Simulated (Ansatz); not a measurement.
# Si–CH2: how the triplet less singlet moves with the basis

Si–CH2, singlet; coordinates (Å): Si 0.000 0.000 0.596; C 0.000 0.000 -1.106; H 0.000 -0.909 -1.708; H 0.000 0.909 -1.708. Quantity: triplet less singlet, vertical.

Ansatz 0.2.0, basis 6-31G or cc-pVDZ or cc-pVTZ; geometries are PBE0/def2-TZVP minima. Wave-function levels freeze the cores; HF, MP2 and coupled cluster are restricted for singlets and unrestricted otherwise, Kohn–Sham unrestricted where that lies lower. NEVPT2 stands on CASSCF in the full valence space. The reference is CCSDT(Q) or full CI (coupled cluster only where its series has nearly closed). Semilocal and hybrid functionals correlate all electrons outside any core potential and usually lie nearer their basis limit than the reference, so part of their error here is the reference's basis and frozen-core error; RPA and the MP2 part of double hybrids freeze the same cores as the reference. None of these values is a measured one. Energies are electronic, without zero-point terms. No spin–orbit coupling and no scalar relativity. The species are chosen: bound, without strong static correlation by their natural occupations or amplitudes, in their lowest spin state as far as vertical gaps and like structures tell, and with a ladder that closes on the reference, so errors are smaller than for species at large; levels whose determinant breaks symmetry or spin markedly are left out.

```tsv
level	6-31G (kJ/mol)	cc-pVDZ (kJ/mol)	cc-pVTZ (kJ/mol)
reference	196.0 (full CI)	190.4 (CCSDT(Q))	192.1 (CCSDT(Q))
CCSD	188.3	178.3	178.3
CCSD(T)	195.1	189.1	191.3
CCSDT	195.0	189.1	190.4
NEVPT2	197.8	189.1	189.4
PBE	192.0	187.8	188.6
r2SCAN	175.9	167.6	167.5
B3LYP	183.4	181.1	182.5
```

From 6-31G to cc-pVTZ the reference moves by -3.9 kJ/mol and PBE by -3.4; the step from CCSD(T) to the reference is 0.9 in the first and 0.8 in the last.
